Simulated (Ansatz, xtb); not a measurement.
# BH6Si2: which of two isomers lies lower

Structure X is `[SiH2]B[SiH3]`, a doublet and structure Y is `B[SiH][SiH3]`, a doublet. Both are isolated molecules in the gas phase, relaxed with BLYP-D3(BJ)/def2-SVP; the shapes shown needn't be the lowest conformers.

X (Å):

```xyz
9

B     0.6212   -0.7901    0.1002
Si    0.3745    0.9907    1.0063
Si    0.0738   -1.0856   -1.7331
H     0.2107   -2.3673   -2.5025
H    -0.2622    2.0326    0.1269
H     1.1234   -1.7194    0.6962
H     1.7000    1.5405    1.4702
H    -0.4889    0.8483    2.2345
H    -0.5601   -0.0352   -2.5949
```

Y (Å):

```xyz
9

B    -1.6332    1.4259    2.9379
Si    0.1268    1.2566    2.1088
Si    0.5361    0.9007   -0.1788
H    -1.7266    1.6064    4.1325
H    -2.6241    1.3486    2.2449
H     1.3955    1.3437    2.9125
H     1.3627    2.0195   -0.7490
H    -0.7711    0.8306   -0.9113
H     1.2888   -0.3840   -0.3878
```

Quicker runs give these differences E(Y) − E(X): GFN2-xTB +0.010 eV; HF/STO-3G −0.515 eV (at GFN2-xTB geometries); r2SCAN-D4/def2-SVP −0.122 eV (at GFN2-xTB geometries).

Task: Estimate which is lower in electronic energy at CCSD(T)/def2-SVP, and by roughly how much.

Result: The CCSD(T)/def2-SVP calculation puts structure Y lower, by 0.107 eV.

How the difference moves with the method:

```json
{"level": "GFN2-xTB", "geometry": "GFN2-xTB", "E(Y) − E(X) (eV)": "+0.010", "departure from the last row (eV)": "+0.117", "job, with rough time for the two": "optimisation, 0.41 s"}
{"level": "HF/STO-3G", "geometry": "GFN2-xTB", "E(Y) − E(X) (eV)": "−0.515", "departure from the last row (eV)": "−0.408", "job, with rough time for the two": "single point, 0.8 s"}
{"level": "r2SCAN-D4/def2-SVP", "geometry": "GFN2-xTB", "E(Y) − E(X) (eV)": "−0.122", "departure from the last row (eV)": "−0.015", "job, with rough time for the two": "single point, 7.5 s"}
{"level": "BLYP-D3(BJ)/def2-SVP", "geometry": "BLYP-D3(BJ)/def2-SVP", "E(Y) − E(X) (eV)": "−0.113", "departure from the last row (eV)": "−0.006", "job, with rough time for the two": "optimisation, 1.8 min"}
{"level": "HF/def2-SVP", "geometry": "BLYP-D3(BJ)/def2-SVP", "E(Y) − E(X) (eV)": "−0.191", "departure from the last row (eV)": "−0.084", "job, with rough time for the two": "part of the CCSD(T) run"}
{"level": "MP2/def2-SVP", "geometry": "BLYP-D3(BJ)/def2-SVP", "E(Y) − E(X) (eV)": "−0.109", "departure from the last row (eV)": "−0.001", "job, with rough time for the two": "part of the CCSD(T) run"}
{"level": "CCSD(T)/def2-SVP", "geometry": "BLYP-D3(BJ)/def2-SVP", "E(Y) − E(X) (eV)": "−0.107", "departure from the last row (eV)": "", "job, with rough time for the two": "single point, 16 s"}
```

As drawn, Y has 1 Si–Si, 1 B–H in place of 1 B–Si, 1 Si–H.

GFN2-xTB finds them nearly level. The largest departure from CCSD(T)/def2-SVP is that of HF/STO-3G, 0.408 eV. MP2 in a larger basis moves the difference by −0.033 eV, a step that isn't added because spin contamination makes open-shell MP2 unreliable in this search.

With harmonic frequencies from BLYP-D3(BJ)/def2-SVP (ideal gas, rigid rotor, one conformer each, 298.15 K, 1 atm): on the last row, ΔE + ΔZPE = −0.085, ΔH = −0.081, ΔG = −0.091 eV.

Open shells are spin-unrestricted. The correlated steps freeze 11 core orbitals. Run with Ansatz 0.2.0, xtb 6.7.1; the last row on 1 thread of Intel(R) Xeon(R) Platinum 8259CL CPU @ 2.50GHz (Skylake/Cascade Lake) on a shared host.
